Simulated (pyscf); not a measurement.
Structures and frequencies: ωB97X-D3(BJ)/def2-SVP in PySCF.

HO–SiH₃ (SMILES O[SiH3]) + HO–Ti(OH)(OH)–Cl (SMILES [OH][Ti]([OH])([OH])[Cl]) → HO–SiH₂–O–Ti(OH)(OH)–Cl (SMILES O[SiH2][O][Ti]([OH])([OH])[Cl]) + H₂ (SMILES [H][H])
Surface: singlet. Broken: H–O, O–Ti, H–Si. Formed: O–Ti, H–H, O–Si. Give ΔE‡ and ΔE from ωB97M-D3(BJ)/def2-TZVP, relative to the separated reactants.

ΔE‡ = 19.1 kcal/mol, ΔE = -27.8 kcal/mol. Zero-point energy shifts the barrier by -0.3 kcal/mol. It is a multi-bond step, with an imaginary mode of 1552i cm⁻¹. On the reactant side the descent ends in an adduct with a O–Ti, O–Si contact, 10.2 kcal/mol under the separated species and 25.3 kcal/mol under the saddle at ωB97X-D3(BJ)/def2-TZVP. On the product side the descent ends in an adduct with a Si–Ti contact (not fully relaxed), 0.3 kcal/mol over the separated species and 45.5 kcal/mol under the saddle at ωB97X-D3(BJ)/def2-TZVP. What is counted as formed (O–Ti, O–Si) is already present as a longer contact in the reactant adduct; forming that adduct is a step of its own. At the saddle there is also a short H–Si contact that neither side keeps. At ωB97X-D3(BJ)/def2-TZVP the barrier from the zero used here is 15.1 kcal/mol. The same reactants have a lower exit, to HO–Ti(OH)(OH)–O–SiH₃ + HCl (barrier +6.4 kcal/mol at ωB97M-D3(BJ)/def2-TZVP, against +19.1 kcal/mol here). One saddle was located; it need not be the lowest between these sides.
